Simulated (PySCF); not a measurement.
The same gas-phase reaction for F, Cl, Br, I:
- HF + SiH4 → SiH3F + H2
- HCl + SiH4 → SiH3Cl + H2
- HBr + SiH4 → SiH3Br + H2
- HI + SiH4 → SiH3I + H2

Method: PySCF energies plus ideal-gas RRHO corrections (1 bar). † marks an energy on the PBE0/def2-TZVP geometry and frequencies; other levels use their own. CCSD(T) freezes the core. All species are closed-shell singlets. B3LYP is the form with VWN-RPA correlation. I: scalar-relativistic def2 core potential, no spin-orbit coupling. Br: all electrons, no relativistic terms. CCSD(T) isn't extrapolated to the basis-set limit.

ΔH°(298 K) in kJ, by level:

```csv
level,F,Cl,Br,I
ωB97M-V/def2-TZVP†,-119.7,-77.4,…,-61.8
CCSD(T)/def2-TZVPP†,-110.5,-69.0,-65.8,-55.6
PBE0/def2-SVP†,-97.8,-62.5,…,-51.3
PBE/def2-SVP,-107.3,-64.2,…,-51.2
B3LYP/def2-TZVP†,-119.9,-71.0,…,-53.3
BLYP/def2-TZVP†,-121.1,-70.6,…,-52.3
```

Q: What belongs in the gaps?

A: 
- ωB97M-V/def2-TZVP†, Br: -72.7
- PBE0/def2-SVP†, Br: -57.2
- PBE/def2-SVP, Br: -57.7
- B3LYP/def2-TZVP†, Br: -64.8
- BLYP/def2-TZVP†, Br: -63.8
